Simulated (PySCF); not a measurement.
HNSi, singlet: vertical spin and charge gaps

Geometry (PBE0/def2-TZVP stationary point for this spin, not checked as a minimum):

```json
{"atom": "Si", "x (Å)": "0.0000", "y (Å)": "0.0000", "z (Å)": "-1.3636"}
{"atom": "N", "x (Å)": "0.0000", "y (Å)": "0.0000", "z (Å)": "0.1820"}
{"atom": "H", "x (Å)": "0.0000", "y (Å)": "0.0000", "z (Å)": "1.1816"}
```

Basis 6-31G; PySCF 2.14.0. Correlated methods freeze the noble-gas cores. R marks a restricted (for open shells ROHF) determinant.

Gaps are energies of the second state less the first, at fixed atoms, for a selection of the levels run; mean-field and cluster levels share one orbital occupation for each state, and full CI takes the lowest of the symmetries tried.

Removing an electron, to the doublet: 10.171 eV at RCCSDT.

| level | gap (eV) | error (meV) |
| --- | --- | --- |
| RHF | 8.931 | -1240 |
| RMP2 | 10.514 | 343 |
| RCCSD | 10.044 | -127 |
| RCCSD(T) | 10.173 | 2 |
| PBE | 10.829 | 658 |
| revPBE | 10.761 | 590 |
| r2SCAN | 10.754 | 583 |
| PBE0 | 10.623 | 452 |
| B3LYP | 10.645 | 474 |
| wB97M-V | 10.516 | 345 |

In so small a basis the reference is far from its limit while semilocal and hybrid functionals are nearer theirs, so the functionals' errors here hold much of the reference's basis and frozen-core error, which can add to them or hide them. The set has no polarisation functions, which weighs most on the reference.

Full CI isn't at hand for all of this; RCCSDT serves as the reference. It lacks quadruple excitations, which often exceed the step from CCSD(T) to CCSDT.
